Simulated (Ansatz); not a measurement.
Geometry optimisation, UKS r2SCAN-D4/def2-SVP in Ansatz 0.2.0.

The input (input.yaml):

```yaml
crystal:
  periodic: [false, false, false]
  atoms:
    - { symbol: B, position_ang: [-0.053568, 0.070462, 0.200389] }
    - { symbol: F, position_ang: [-0.465345, 0.893197, 1.155372] }
    - { symbol: H, position_ang: [1.12253, 0.057571, -0.072711] }
    - { symbol: H, position_ang: [-0.898247, -0.576226, -0.386005] }
    - { symbol: "N", position_ang: [0.302369, -0.465966, 3.098968] }
    - { symbol: H, position_ang: [-0.66606, -0.43414, 3.472475] }
    - { symbol: H, position_ang: [0.658321, 0.455102, 3.421513] }
magnetization:
  spin_polarized: true
  initial_magnetization: 1
basis:
  gaussian: { orbitals: def2-SVP }
hamiltonian:
  xc: r2scan
  dispersion: d4
relax:
  f_tol: 0.03
  max_steps: 50
output:
  orbitals: {}
```

Run as:

```bash
$ ansatz run input.yaml --threads 2 --pin off --max-ram 3072MiB --backend cpu --events-out ev --progress --plain --runs-dir out
```

Q: Where does it end, and by what steps?

A: It converged. After 16 steps the energy has fallen by 1.874 eV; H6 moved furthest, 1.24 Å. Joined: B1–N5 (2.97 → 1.45 Å).

```json
{"step": "0", "energy less start (eV)": "0.0000", "largest force component (eV/Å)": "0.281", "accepted": "yes"}
{"step": "1", "energy less start (eV)": "-0.0207", "largest force component (eV/Å)": "1.067", "accepted": "yes"}
{"step": "2", "energy less start (eV)": "-0.0812", "largest force component (eV/Å)": "0.456", "accepted": "yes"}
{"step": "3", "energy less start (eV)": "-0.1333", "largest force component (eV/Å)": "1.320", "accepted": "yes"}
{"step": "4", "energy less start (eV)": "-0.3058", "largest force component (eV/Å)": "1.431", "accepted": "yes"}
{"step": "5", "energy less start (eV)": "-0.5989", "largest force component (eV/Å)": "0.996", "accepted": "yes"}
{"step": "6", "energy less start (eV)": "-0.8360", "largest force component (eV/Å)": "2.623", "accepted": "yes"}
{"step": "7", "energy less start (eV)": "-1.0221", "largest force component (eV/Å)": "0.952", "accepted": "yes"}
{"step": "8", "energy less start (eV)": "-1.2895", "largest force component (eV/Å)": "1.515", "accepted": "yes"}
{"step": "9", "energy less start (eV)": "-1.5443", "largest force component (eV/Å)": "1.564", "accepted": "yes"}
{"step": "10", "energy less start (eV)": "-1.6973", "largest force component (eV/Å)": "1.700", "accepted": "yes"}
{"step": "11", "energy less start (eV)": "-1.7437", "largest force component (eV/Å)": "1.157", "accepted": "yes"}
{"step": "12", "energy less start (eV)": "-1.8334", "largest force component (eV/Å)": "0.696", "accepted": "yes"}
{"step": "13", "energy less start (eV)": "-1.8658", "largest force component (eV/Å)": "0.382", "accepted": "yes"}
{"step": "14", "energy less start (eV)": "-1.8712", "largest force component (eV/Å)": "0.145", "accepted": "yes"}
{"step": "15", "energy less start (eV)": "-1.8740", "largest force component (eV/Å)": "0.077", "accepted": "yes"}
{"step": "16", "energy less start (eV)": "-1.8741", "largest force component (eV/Å)": "0.018", "accepted": "yes"}
```

```xyz
7
Properties=species:S:1:pos:R:3
B -0.044 0.175 1.019
F -0.161 1.497 0.697
H 0.841 -0.471 0.352
H -0.897 -0.598 0.452
N 0.059 -0.125 2.432
H 0.154 -1.071 2.786
H 0.049 0.593 3.151
```

Whether the end is a true minimum wasn't checked by a vibrational analysis.

Run time: 17 s on 2 threads of Intel(R) Xeon(R) 6975P-C (Granite Rapids) (shared host), peak memory 0.2 GiB.
